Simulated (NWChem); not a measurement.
methylamine (CH$_{5}$N); SMILES CN

```xyz
7

C     -0.0088    -0.6958     0.0000
N     -0.0944     0.7480     0.0000
H     -0.5301    -1.1014    -0.8817
H     -0.5301    -1.1014     0.8817
H      1.0146    -1.1279     0.0000
H      0.3796     1.1347    -0.8133
H      0.3796     1.1347     0.8133
```
Atoms are numbered in this order, from 1.

Program: NWChem. The geometry was optimised at PBE0/def2-SVP. B3LYP is NWChem's, with the RPA form of VWN correlation. Ions are spin-unrestricted doublets at the neutral geometry; other ion states weren't tried.

Estimate the computed values for B3LYP/def2-SVP. Quantities: vertical ionisation energy, ΔSCF (eV); −ε(HOMO) (eV).


| Property | Result |
|---|---|
| vertical ionisation energy, ΔSCF (eV) | 9.44 |
| −ε(HOMO) (eV) | 6.21 |
